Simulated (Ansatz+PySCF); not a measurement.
Results of a calculation; reference values are marked as such.
Input for PySCF 2.14.0:

```python
from pyscf import gto, scf, mp

mol = gto.M(atom="""
O 0.042450 -0.034920 -0.709210
O 0.048730 -0.025430 0.709210
H 0.079200 0.912160 -0.900740
H -0.808700 -0.429320 0.900740
""", basis='def2-svp', charge=0, spin=0)
mf = scf.UHF(mol)
mf.kernel()
pt = mp.MP2(mf, frozen=2).run()
print(mf.e_tot, pt.e_corr, pt.e_tot)
```

The script is written out from the run's settings.

Results

```
Converged          : yes
Reference energy   : -150.65120 hartree
Correlation energy : -0.38300 hartree
Total energy       : -151.03420 hartree
```
